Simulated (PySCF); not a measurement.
# Identify the compound

The spectra below were simulated for a compound C2HAl.

1H NMR (500 MHz, computed): δ 0.89 (s, 1H).

13C{1H} NMR (computed): δ 116.7 (C), 73.1 (CH).

[PySCF 2.14.0 with density-fitted response routines: σ from GIAO-B97-2/pcSseg-2; structure optimised with PBE0-D3(BJ)/def2-TZVP; in vacuum; a single conformation; non-relativistic]

Shifts are taken against calculated references (same method and geometry level): 1H and 13C against TMS.

Q: Propose a structure and justify it.

A: 
- 2 carbon signals for 2 carbons: no two carbons are equivalent.
- Carbon types of the structure: 1 × C, 1 × CH, which accounts for all hydrogens.
- δC 116.7: alkyne carbon.
- δC 73.1: terminal alkyne carbon; the triple bond shields along its axis, which puts it between sp3 and sp2 carbons.
- δH 0.89: hydrogen on a terminal alkyne carbon; it lies on the axis of the triple bond, in its shielding cone.

These data were computed for SMILES C#[C][Al].

Shifts are as computed. Against solution values, carbons near 30 ppm lie about +3 ppm off and those near 130 ppm about +7 ppm. Of 1211 compounds with measured shifts, 218 miss one by over three times the rms of a fit or turn the order of signals round; such compounds aren't used in these exercises.
